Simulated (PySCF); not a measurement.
**SiH⁻, CCSD(T): how much the basis matters**

PySCF, UHF reference; triplet, unpaired electrons π ↑↑; De to Si⁻ + H without counterpoise correction. Frozen cores follow the default of each basis and core potential.

```csv
basis,relativity,functions,Re (Å),ωe (cm⁻¹),De (eV),frozen orbitals
def2-SVPD,no relativity,32,1.567,1815,n/a,5
aug-pcseg-1,no relativity,36,1.558,1855,2.77,5
def2-TZVPPD,no relativity,65,1.556,1835,n/a,5
```

Question: How does each smaller set differ from the one with most functions, def2-TZVPPD?

Answer: def2-SVPD: +1.1 pm, -1.1 % in ωe; aug-pcseg-1: +0.2 pm, +1.1 % in ωe. All at CCSD(T); the set with most functions is neither the basis-set limit nor always the best.

Correlated steps freeze 5 core orbitals. Correlated levels converge slowly with the basis: in double zeta they bind strong bonds too weakly, by up to about 1 eV, and carry superposition errors of some tenths. For an ion De counts to the pair picked by the measured ionisation energies or electron affinities, which need not be the lowest pair at this level. The state was picked by a PBE0 search and need not be the measured ground state.
